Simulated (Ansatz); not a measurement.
Chlorine (solid Cl2 (Cmce)) across density functionals

All rows: Ansatz, plane waves with scalar-relativistic PAW, 420 eV (500 eV for the SCAN forms), relaxed under each functional, no dispersion correction, no zero-point motion. B₀ comes from uniform scaling at fixed shape; a dash is a value not given.

The measured cell (COD entry 9013120) has a = 6.145 Å, b = 4.395 Å, c = 8.154 Å, 27.53 Å³/atom.

```json
{"functional": "PBE", "V (Å³/atom)": "35.29", "cell": "a = 7.879 Å, b = 4.296 Å, c = 8.341 Å", "magnetic state": "spin not included", "ΔE to Cl2 molecule (meV/atom)": "-54"}
{"functional": "r²SCAN", "V (Å³/atom)": "27.96", "cell": "a = 6.529 Å, b = 4.145 Å, c = 8.266 Å", "magnetic state": "spin not included", "ΔE to Cl2 molecule (meV/atom)": "-108"}
{"functional": "PBEsol", "V (Å³/atom)": "26.98", "cell": "a = 6.932 Å, b = 3.890 Å, c = 8.006 Å", "magnetic state": "spin not included", "ΔE to Cl2 molecule (meV/atom)": "-100"}
```

(1) What does LDA give?

(2) Which functional comes closest to the measured volume?

Some functionals expand this cell far past the measured one.

Results:

(1) V (Å³/atom): 22.41; cell: a = 6.181 Å, b = 3.718 Å, c = 7.800 Å; magnetic state: spin not included; ΔE to Cl2 molecule (meV/atom): -296.

(2) r²SCAN, off by 1.6 %. The measured value holds thermal expansion and zero-point motion, which the calculations lack.
